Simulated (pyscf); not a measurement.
Thermochemistry of product channels of `[OH][Na]` + `[H]` [doublet] on the doublet surface, in eV, from ωB97M-D3(BJ)/def2-TZVP energies (ideal gas, 1 atm, RRHO with modes under 100 cm⁻¹ raised to 100, one conformer, R ln 2 for chiral ones without a mode under 150 cm⁻¹). Optimised with ωB97X-D3(BJ)/def2-SVP in PySCF.

```
products                           ΔE  ΔH(298 K)  ΔG(900 K)  ΔG(1200 K)
------------------------------  -----  ---------  ---------  ----------
`[Na]` [doublet] + `[OH2]`      -1.98      -1.72      -1.62       -1.54
`[O][Na]` [doublet] + `[H][H]`  +0.47      +0.47      +0.44       +0.45
```

These are energies of the channels, which say nothing of barriers. The term symbol of open-shell •O–Na was not checked; spin-orbit terms and orbital degeneracy are left out.
